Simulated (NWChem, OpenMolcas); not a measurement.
# The same job for OpenMolcas

This NWChem 7.3.0 job computes BF2 (SMILES F[B]F):

run.py:
```python
from ase import Atoms
from ase.calculators.nwchem import NWChem

system = Atoms(['F', 'B', 'F'], positions=[
    [0.583336, -1.429774, 0.153609],
    [0.279000, 0.240500, 0.181300],
    [-0.802900, 0.738900, -0.354600],
])

calc = NWChem(
    label='bf2',
    theory='dft',
    memory='2200 mb',
    basis='cc-pVTZ',
    basispar='spherical bse',
    dft={'xc': 'r2scan', 'mult': '2', 'grid': 'fine', 'convergence': 'energy 1e-08', 'iterations': '100', 'mulliken': None},
    task='energy',
)
system.calc = calc

print("Total energy (eV):", round(system.get_potential_energy(), 6))
```

```bash
$ export ASE_NWCHEM_COMMAND="nwchem PREFIX.nwi > PREFIX.nwo"
$ python run.py
```

The F1–B2 distance was set to 1.698 Å, away from the relaxed value.

It gives a total energy of -224.507135 Eh.

Translate the job to OpenMolcas 26.06 as an input file of the program's own.

This input was run:

mol.xyz:
```
3

F      0.583336    -1.429774     0.153609
B      0.279000     0.240500     0.181300
F     -0.802900     0.738900    -0.354600
```

job.inp:
```
* BF2 Kohn-Sham DFT
>>> EXPORT MOLCAS_PRINT=2
&GATEWAY
BasLib=$CurrDir
Coord=mol.xyz
Basis=cc-pVTZ
Group=NoSym
&SEWARD
GridInput
Grid=UltraFine
End of Grid
&SCF
UHF
Spin=2
KSDFT=2
1.0 MGGA_X_R2SCAN
1.0 MGGA_C_R2SCAN
Thresholds=1e-10 1e-07 1e-07 1e-05
PrOrbitals=1
```

```bash
$ export MOLCAS_MEM=1860
$ pymolcas job.inp > job.log
```

(Basis files named in the input come from the Basis Set Exchange and aren't shown.)

Its energy is -224.507131 Eh, 0.004 mEh from the first.
